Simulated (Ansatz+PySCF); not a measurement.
The numbers below are computed, except where a source is named.
Several solutions for singlet C₂H₂O₂

```json
{"atom": "C", "x (Å)": "0.0000", "y (Å)": "0.0263", "z (Å)": "-0.8204"}
{"atom": "C", "x (Å)": "0.0000", "y (Å)": "-0.0263", "z (Å)": "0.8204"}
{"atom": "O", "x (Å)": "0.0000", "y (Å)": "1.1494", "z (Å)": "-1.4659"}
{"atom": "O", "x (Å)": "0.0000", "y (Å)": "-1.1494", "z (Å)": "1.4659"}
{"atom": "H", "x (Å)": "0.0000", "y (Å)": "-1.0585", "z (Å)": "-1.3526"}
{"atom": "H", "x (Å)": "0.0000", "y (Å)": "1.0585", "z (Å)": "1.3526"}
```

Basis set: def2-SVP (spherical functions). Charge 0, multiplicity 1.

UHF was run from several starts with Ansatz (development build ahead of 0.2.0) and PySCF 2.14.0.

```csv
run,program,start,converged,energy (hartree),<S²>
A,PySCF,"guess huckel, instabilities followed",yes,-226.35990,0.72
B,PySCF,"guess minao, instabilities followed",yes,-226.35990,0.72
C,Ansatz,stability test followed,yes,-226.35990,0.72
D,Ansatz,search for the lowest state,yes,-226.35990,0.72
E,PySCF,"guess atom, instabilities followed",yes,-226.35990,0.72
F,Ansatz,"atomic start, no search",yes,-226.34691,0.00
G,PySCF,"guess 1e, instabilities followed",yes,-226.35990,0.72
H,PySCF,program defaults,yes,-226.34691,0.00
```

Task: Which runs reached the lowest solution of this kind, and what is wrong with the others?

Result: A, B, C, D, E, G reached the lowest solution found. Converged but too high: F by 0.35 eV, H by 0.35 eV. Convergence only shows a stationary point, and even a stable one can lie too high; stability tests and further starts are what find lower ones. Caution: the unrestricted determinant is spin contaminated. Caution: the determinant breaks the point group.
